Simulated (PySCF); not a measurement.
H2O2, SMILES OO. Coordinates come from a PBE-D3(BJ)/def2-TZVP optimisation.

All values below come from PBE-D3(BJ)/def2-TZVP run with PySCF.

Harmonic wavenumbers (cm⁻¹): 371, 902, 1268, 1387, 3631, 3632. Rotational constants (GHz): 294.5, 26.00, 25.11; symmetry number 2.

**Question.** Work out the zero-point energy and the ideal-gas rigid-rotor harmonic-oscillator thermochemistry at 298.15 K and 1 atm.

**Answer.** ZPE = ½ Σ hcν = ½ × 11191 cm⁻¹ = 66.93 kJ/mol. H − E(el) = 77.93 kJ/mol. Entropy in J/(mol K): translation 152.73, rotation 69.82, vibration 5.29, total 227.84. G − E(el) = 10.00 kJ/mol. Cp = 42.90 J/(mol K).
